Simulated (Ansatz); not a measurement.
Lattice parameter c (Å) of solids drawn from the class of elemental solids other than molecular ones, at two levels: LDA (Ansatz, a quantum-chemistry and plane-wave program, plane waves, PAW), and PBEsol (Ansatz, PAW).

| solid | LDA | PBEsol |
|---|---|---|
| hcp Sc | 4.988 | 5.085 |
| hcp Os | 4.288 | ? |
| hcp Be | 3.511 | 3.553 |
| body-centred tetragonal In | 4.875 | 4.923 |
| hcp Mg | 5.083 | 5.153 |
| hcp Lu | 5.246 | 5.351 |
| hcp Ru | 4.222 | 4.247 |
| hcp Zr | 5.083 | 5.113 |
| hcp Ti | 4.534 | 4.590 |
| hcp Zn | 4.803 | ? |

Estimate the withheld PBEsol values from the other rows.

One way: carry over the typical ratio. The ratios PBEsol / LDA of the other rows, in order: 1.0059, 1.0059, 1.0098, 1.0120, 1.0124, 1.0138, 1.0194, 1.0200; median 1.01220. hcp Os: 4.288 × 1.01220 = 4.340 Å; the run gives 4.308 Å. hcp Zn: 4.803 × 1.01220 = 4.862 Å; the run gives 4.866 Å. The ratios spread from 1.0059 to 1.0200, so such an estimate is rough. hcp Os lies outside that spread.

Over all 10 rows PBEsol is the larger in 10.

Ansatz's runs of these crystals have no spin polarisation.

Spin–orbit coupling is left out, also for the solids with elements from indium on (hcp Os, body-centred tetragonal In, hcp Lu); its size isn't shown.

Ansatz's density-functional and Hartree–Fock values are scalar-relativistic unless marked +SOC, with PAW data made under PBE.
